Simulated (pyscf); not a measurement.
Structures and frequencies: ωB97X-D3(BJ)/def2-SVP in PySCF. Correlated levels are frozen-core, on RHF or UHF. ΔMP2 is the change of the MP2 total energy from the triple- to the quadruple-zeta basis.

List the bond dissociation enthalpies at 298 K of HB=NH from CCSD(T)/def2-TZVPP + ΔMP2(QZVPP), from the weakest bond up.

B–H to [B=NH]• + H•: 468.9 kJ/mol; H–N to HB=N• + H•: 545.2 kJ/mol. Ring and multiple bonds, and those that leave no two simple radicals, are not listed. The radicals are drawn with the spin at the cut bond; how far it spreads was not checked. HB=N• lies 64.2 kJ/mol over its isomer [B=NH]• (electronic energy, ωB97M-D3(BJ)/def2-TZVP). The CCSD(T) − MP2 part came from Ansatz, without density fitting, on the same reference. The term symbol of open-shell B=NH, HB=N• was not checked; spin-orbit terms are left out.
